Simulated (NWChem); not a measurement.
Everything below was run with NWChem. System: CHO, charge 0, spin multiplicity 2, at a geometry optimised with UPBE0/def2-SVP. The structure started from a generated list of species. Its SCF solution wasn't tested for a lower state. Level: ROCCSD(T)/def2-TZVP, 2 core orbitals frozen.

Input file:

```
start mol
memory heap 100 mb stack 700 mb global 1900 mb
geometry units angstroms nocenter noautoz
  C      0.492258    -0.316654     0.000000
  O     -0.555334     0.209241     0.000000
  H      1.489122     0.225997     0.000000
  symmetry group Cs
end
basis spherical
  * library def2-tzvp
end
scf
  rohf
  nopen 1
  maxiter 100
  thresh 1e-7
  semidirect memsize 60000000 filesize 0
  # guess.movecs holds the orbitals of an unrestricted PBE0 run
  vectors input guess.movecs output mol.movecs
end
tce
  freeze core 2
  ccsd(t)
  2eorb
  2emet 13
  thresh 1e-6
  maxiter 100
  tilesize 24
end
task tce energy
```

NWChem printed:

```
             Northwest Computational Chemistry Package (NWChem) 7.3.0
             --------------------------------------------------------

                                NWChem Input Module
                                -------------------

 Scaling coordinates for geometry "geometry" by  1.889725989
 (inverse scale =  0.529177249)

 Turning off AUTOSYM since
 SYMMETRY directive was detected!

                             Geometry "geometry" -> ""
                             -------------------------

 Output coordinates in angstroms (scale by  1.889725989 to convert to a.u.)

  No.       Tag          Charge          X              Y              Z
 ---- ---------------- ---------- -------------- -------------- --------------
    1 C                    6.0000     0.49225800    -0.31665400     0.00000000
    2 O                    8.0000    -0.55533400     0.20924100     0.00000000
    3 H                    1.0000     1.48912200     0.22599700     0.00000000

 Effective nuclear repulsion energy (a.u.)      26.5374361169

            Nuclear Dipole moment (a.u.)
            ----------------------------
        X                 Y               Z
 ---------------- ---------------- ----------------
    -0.0000037795     0.0000018897     0.0000000000

      Symmetry information
      --------------------

 Group name             Cs
 Group number              2
 Group order               2
 No. of unique centers     3

      Symmetry unique atoms

     1    2    3


 Summary of "ao basis" -> "" (spherical)
 ------------------------------------------------------------------------------
       Tag                 Description            Shells   Functions and Types
 ---------------- ------------------------------  ------  ---------------------
 *                         def2-tzvp                  on all atoms

 Summary of "ao basis" -> "ao basis" (spherical)
 ------------------------------------------------------------------------------
       Tag                 Description            Shells   Functions and Types
 ---------------- ------------------------------  ------  ---------------------
 C                         def2-tzvp                11       31   5s3p2d1f
 O                         def2-tzvp                11       31   5s3p2d1f
 H                         def2-tzvp                 4        6   3s1p

                                 NWChem SCF Module
                                 -----------------

  ao basis        = "ao basis"
  functions       =    68
  atoms           =     3
  closed shells   =     7
  open shells     =     1
  charge          =   0.00
  wavefunction    = ROHF
  use symmetry    = T
  symmetry adapt  = T

 Summary of "ao basis" -> "ao basis" (spherical)
 ------------------------------------------------------------------------------
       Tag                 Description            Shells   Functions and Types
 ---------------- ------------------------------  ------  ---------------------
 C                         def2-tzvp                11       31   5s3p2d1f
 O                         def2-tzvp                11       31   5s3p2d1f
 H                         def2-tzvp                 4        6   3s1p

      Symmetry analysis of basis
      --------------------------

        a'         47
        a"         21

 Forming initial guess at       0.0s

      Symmetry analysis of molecular orbitals - initial
      -------------------------------------------------

  Numbering of irreducible representations:
[...]
    3 H    1     0.86   0.24  0.48  0.12  0.02

 Mulliken analysis of the open-shell density
 -------------------------------------------

    Atom       Charge   Shell Charges
 -----------   ------   -------------------------------------------------------
    1 C    6     0.74   0.00 -0.00  0.05  0.09  0.08  0.21  0.22  0.07  0.01  0.02  0.00
    2 O    8     0.16   0.00 -0.00  0.00  0.00 -0.00  0.09  0.07  0.00  0.00  0.00  0.00
    3 H    1     0.10   0.03  0.05  0.01  0.00

       Multipole analysis of the density wrt the origin
       ------------------------------------------------

     L   x y z        total         open         nuclear
     -   - - -        -----         ----         -------
     0   0 0 0     -0.000000     -1.000000     15.000000

     1   1 0 0      0.852053     -0.879515     -0.000004
     1   0 1 0     -0.033796      0.882039      0.000002
     1   0 0 1      0.000000      0.000000      0.000000

     2   2 0 0     -7.851703     -2.822674     21.921188
     2   1 1 0      0.493354      0.883955     -5.457675
     2   1 0 1     -0.000000      0.000000      0.000000
     2   0 2 0     -9.037824     -2.890208      3.581590
     2   0 1 1     -0.000000     -0.000000      0.000000
     2   0 0 2     -8.114536     -0.759933      0.000000

                   NWChem Extensible Many-Electron Theory Module
                   ---------------------------------------------


            General Information
            -------------------
      Number of processors :     1
         Wavefunction type : Restricted open-shell Hartree-Fock
          No. of electrons :    15
           Alpha electrons :     8
            Beta electrons :     7
           No. of orbitals :   136
            Alpha orbitals :    68
             Beta orbitals :    68
        Alpha frozen cores :     2
         Beta frozen cores :     2
     Alpha frozen virtuals :     0
      Beta frozen virtuals :     0
         Spin multiplicity : doublet
    Number of AO functions :    68
       Number of AO shells :    26
        Use of symmetry is : on
      Symmetry adaption is : on
         Schwarz screening : 0.10D-09

          Correlation Information
          -----------------------
          Calculation type : Coupled-cluster singles & doubles w/ perturbation
   Perturbative correction : (T)
            Max iterations :      100
        Residual threshold : 0.10D-05
     T(0) DIIS level shift : 0.00D+00
     L(0) DIIS level shift : 0.00D+00
     T(1) DIIS level shift : 0.00D+00
     L(1) DIIS level shift : 0.00D+00
     T(R) DIIS level shift : 0.00D+00
     T(I) DIIS level shift : 0.00D+00
   CC-T/L Amplitude update :  5-th order DIIS
                I/O scheme : Global Array Library
        L-threshold :  0.10D-05
        EOM-threshold :  0.10D-05
 no EOMCCSD initial starts read in
 TCE RESTART OPTIONS
 SLICE:      F
 D4D5:       F
 quantumc:   F
 qrotation:  F
 pwtce:      F
 qducc:      F
 nacto:                         0
 nrotv:                         0
 nrot:                          0

            Memory Information
            ------------------
          Available GA space size is     249027552 doubles
          Available MA space size is     104853676 doubles

 Maximum block size supplied by input
 Maximum block size        24 doubles

 tile_dim =     20

 -------------------------------------------------
   1    alpha     a'     4 doubles       0       1
   2    alpha     a'     1 doubles       4       2
   3    alpha     a"     1 doubles       5       3
   4    beta      a'     4 doubles       6       4
   5    beta      a"     1 doubles      10       5
   6    alpha     a'    20 doubles      11       6
   7    alpha     a'    20 doubles      31       7
   8    alpha     a"    20 doubles      51       8
   9    beta      a'     1 doubles      71       9
  10    beta      a'    20 doubles      72      10
  11    beta      a'    20 doubles      92      11
  12    beta      a"    20 doubles     112      12

 Global array virtual files algorithm will be used

 Parallel file system coherency ......... OK

 4-electron integrals stored in orbital form

 v2    file size   =          2633940
 4-index algorithm nr.  13 is used
 imaxsize =       30
 imaxsize ichop =        0


CCSD iterations
 ---------------------------------------------------------
 Iter          Residuum       Correlation     Cpu    Wall
 ---------------------------------------------------------
    1   0.2004539094506  -0.3765604343981     0.3     0.3
    2   0.0471466118293  -0.3645532794691     0.2     0.2
    3   0.0189722841711  -0.3761857214073     0.2     0.2
    4   0.0100932054879  -0.3745195761138     0.2     0.2
    5   0.0050418432512  -0.3762914842603     0.2     0.2
    6   0.0017972880052  -0.3762191994697     0.3     0.3
    7   0.0011013385258  -0.3761669801737     0.3     0.3
    8   0.0004392219764  -0.3762148266907     0.2     0.2
    9   0.0004096609858  -0.3761976004440     0.2     0.2
   10   0.0001698455276  -0.3762272533400     0.2     0.2
   11   0.0000514285649  -0.3762323797524     0.2     0.2
   12   0.0000256505938  -0.3762294865467     0.3     0.3
   13   0.0000157440831  -0.3762304333567     0.3     0.3
   14   0.0000103103333  -0.3762298495743     0.3     0.3
   15   0.0000063152378  -0.3762301109469     0.3     0.3
   16   0.0000019045942  -0.3762299187395     0.2     0.2
   17   0.0000010946795  -0.3762299287462     0.3     0.3
   18   0.0000005884085  -0.3762299695697     0.3     0.3
 -----------------------------------------------------------------
 Iterations converged
 CCSD correlation energy / hartree =        -0.376229969569712
 CCSD total energy / hartree       =      -113.668389421580727

 Singles contributions

 Doubles contributions
 CCSD(T)
 Using plain CCSD(T) code
             total no. of tasks          373
 total no. of tasks / no. procs          373
                         wl_min            4           1.3
                         wl_max       512000           8.9
        thresh for no. of tasks          373

 CCSD[T]  correction energy / hartree =        -0.019099322186348
 CCSD[T] correlation energy / hartree =        -0.395329291756059
 CCSD[T] total energy / hartree       =      -113.687488743767076
 CCSD(T)  correction energy / hartree =        -0.017280962371387
 CCSD(T) correlation energy / hartree =        -0.393510931941099
 CCSD(T) total energy / hartree       =      -113.685670383952115

 Task  times  cpu:       10.8s     wall:       10.8s

 Total times  cpu:       10.8s     wall:       10.8s
```
